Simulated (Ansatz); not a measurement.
Molecule (SMILES): P (PH3).
Geometry (B3LYP-D3(BJ)/def2-TZVP, fixed):
```
P
H 1 1.4188
H 1 1.4188 2 93.38
H 1 1.4188 2 93.38 3 93.59
```
Charge 0, spin multiplicity 1.

Basis-set convergence of the dipole moment at PBE with Ansatz (a program for electronic structure). Dipoles come from the density behind the forces; the sign is taken along the dipole that this method gives in the largest set. Cartesian d functions, on some or all atoms, in 6-31+G*, 6-311+G**; all else is spherical. The program fits the integrals of some runs and decomposes those of others, by size. No added dispersion term, no relativity. Reference: the value in aug-pcseg-3, 0.609 D. Deviations are taken from unrounded values.

| basis | functions | dipole moment (D) | minus reference (D) |
|---|---|---|---|
| def2-SV(P) | 24 | 0.947 | 0.338 |
| 6-31+G* | 29 | 1.021 | 0.412 |
| def2-SVP | 33 | 0.916 | 0.307 |
| 6-311+G** | 49 | 0.943 | 0.334 |
| def2-TZVP | 55 | 0.688 | 0.079 |
| aug-cc-pV(D+d)Z | 59 | 0.633 | 0.024 |
| 6-311++G(2d,2p) | 65 | 0.715 | 0.106 |
| def2-TZVPP | 84 | 0.672 | 0.063 |
| jun-cc-pV(T+d)Z | 90 | 0.618 | 0.010 |
| 6-311++G(3df,3pd) | 101 | 0.617 | 0.009 |
| aug-cc-pV(T+d)Z | 124 | 0.615 | 0.007 |
| def2-QZVPP | 160 | 0.633 | 0.025 |
| aug-cc-pV(Q+d)Z | 227 | 0.609 | 0.000 |

The smallest set listed that lies within 0.02 D of the reference with all its larger relatives (same family, alike in diffuse functions; a set with none counts only in the reference's own line) is jun-cc-pV(T+d)Z (90 functions, 0.010 D off). Inside, with no larger relative to test it: 6-311++G(3df,3pd).
